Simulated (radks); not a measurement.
# C²⁺ in [He] 2s1.5 3d0.5: an all-electron calculation

An exercise on one series of results from a longer session: the logs are not shown, and one member is left open.

Program: radks (a radial shooting solver on a logarithmic mesh, Libxc functionals) version 1. Level of theory: scalar-relativistic Kohn-Sham, LDA (Slater exchange, Perdew-Zunger correlation), spin-polarised, spherical densities, point nucleus; open shells are filled with parallel spins first. These are calculated values, not measurements, unless marked.

## Starting point

```
element       : carbon (Z = 6)
charge        : +2
electrons     : 4
configuration : [He] 2s1.5 3d0.5
```

Set-up of the first run:

Input:

```text
Z 6
configuration [He] 2s1.5 3d0.5 2p0 3s0 4d0 4f0
relativity scalar-relativistic
functional lda,pz
spin polarised
nucleus point
c 137.035999084
```

One table of the session follows, with a row left open; its other results are not shown here.

It belongs to the step «Shells». From the orbitals of this run (lengths in bohr):

```
  level     <r>  outermost maximum (interpolated)  90 % within  nodes
  1s up  0.2716                             0.175        0.487      0
1s down  0.2715                             0.175        0.487      0
  2s up   1.333                              1.11         2.06      1
2s down   1.340                              1.11         2.08      1
  2p up   1.267                             0.981         2.07      0
2p down   1.272                             0.980         2.08      0
  3s up   3.572                              3.30         5.20      2
3s down   3.649                              3.35         5.33      2
  3d up       ?                                 ?            ?      ?
3d down   3.598                              3.00         5.55      0
  4d up   7.289                              7.23         10.7      1
4d down   7.670                              7.62         11.2      1
  4f up   6.500                              5.69         9.48      0
4f down   6.999                              6.17         10.2      0
```

Q: Estimate the row for 3d up from the others.

The run gave: <r>: 3.453; outermost maximum (interpolated): 2.92; 90 % within: 5.29; nodes: 0. In the column «<r>» it lies between 2s down (1.340) and 3s up (3.572).
